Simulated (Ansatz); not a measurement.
Gas-phase reaction in SMILES: CCCC → [CH3] (CH3) + [CH2]CC (the C-C bond breaks)

Wanted: bond dissociation energy (enthalpy at 298 K), in kcal/mol. Conventions: spin-orbit terms left out; non-relativistic; UHF or UKS for open shells; 6-311+G** with 5d; six Cartesian d functions in 6-31G* and its kin unless marked 5d; no dispersion term unless named; LANL2DZ all-electron up to Ne; valence correlation only. CBS(X,Y): correlation extrapolated as X^-3; Hartree-Fock from the larger set. The bracket is a focal-point correction in the basis named. First-principles rows: single points at B3LYP-D3(BJ) geometries (Ansatz, a program for electronic structure), with unscaled harmonic terms from B3LYP/6-31G* at its own minima.

Coupled cluster (Ansatz) is a level with limits of its own, used here on species with T1 under 0.025 (0.045 for open shells) and stable references: RI-MP2/CBS(cc-pVTZ,cc-pVQZ)+[CCSD(T)-MP2]/cc-pVTZ.

Value to compare with, RI-MP2/CBS(cc-pVTZ,cc-pVQZ)+[CCSD(T)-MP2]/cc-pVTZ (Ansatz): 90.1 kcal/mol.

```json
[
 {"level": "PBE/STO-3G", "program": "Ansatz", "bond dissociation energy (enthalpy at 298 K) (kcal/mol)": "118.6", "difference": "28.5"},
 {"level": "PBE/3-21G", "program": "Ansatz", "bond dissociation energy (enthalpy at 298 K) (kcal/mol)": "94.7", "difference": "4.6"},
 {"level": "PBE/LANL2DZ", "program": "Ansatz", "bond dissociation energy (enthalpy at 298 K) (kcal/mol)": "86.8", "difference": "-3.3"},
 {"level": "PBE/6-31G*", "program": "Ansatz", "bond dissociation energy (enthalpy at 298 K) (kcal/mol)": "91.4", "difference": "1.3"},
 {"level": "PBE/def2-SVP", "program": "Ansatz", "bond dissociation energy (enthalpy at 298 K) (kcal/mol)": "91.1", "difference": "1.0"},
 {"level": "PBE/6-311+G**", "program": "Ansatz", "bond dissociation energy (enthalpy at 298 K) (kcal/mol)": "87.1", "difference": "-3.0"},
 {"level": "PBE/def2-TZVPD", "program": "Ansatz", "bond dissociation energy (enthalpy at 298 K) (kcal/mol)": "86.9", "difference": "-3.2"}
]
```

Among the 6 habitual levels, PBE/STO-3G lies farthest from RI-MP2/CBS(cc-pVTZ,cc-pVQZ)+[CCSD(T)-MP2]/cc-pVTZ (Ansatz) (28.5 kcal/mol); 4 of 6 lie above it, and their mean absolute difference is 6.9 kcal/mol, the median 3.1. One case shows no general order.

The sets are all those run for this method; runs whose electronic state is in doubt are left out.
